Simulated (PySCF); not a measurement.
## Relaxation of singlet [BCl2]+

Level of theory: PySCF, PBE0, basis B def2-TZVP, Cl def2-TZVP (no relativity, density fitting). A (50,194) grid was used.

A hand-made linear start, of D∞h symmetry, held to at least that symmetry:

```xyz
3
charge 1 multiplicity 1, angstrom
B     0.0000    0.0000    0.0000
Cl    0.0000    0.0000    1.8032
Cl    0.0000    0.0000   -1.8032
```

Question: What forces act on the atoms at the start (eV/Å)?

Answer: 
```csv
atom,Fx,Fy,Fz
B1,0.00,0.00,0.00
Cl2,0.00,0.00,-4.97
Cl3,0.00,0.00,4.97
```

Question: What does it relax to?

Answer: It ends at D∞h with B–Cl 1.610 Å (×2); Cl–B–Cl 180.0°. A frequency run shows a minimum. Other isomers or separated fragments may lie lower.

Question: How much energy is released, and in how many steps?

Answer: 109.6 kJ/mol in 4 steps.
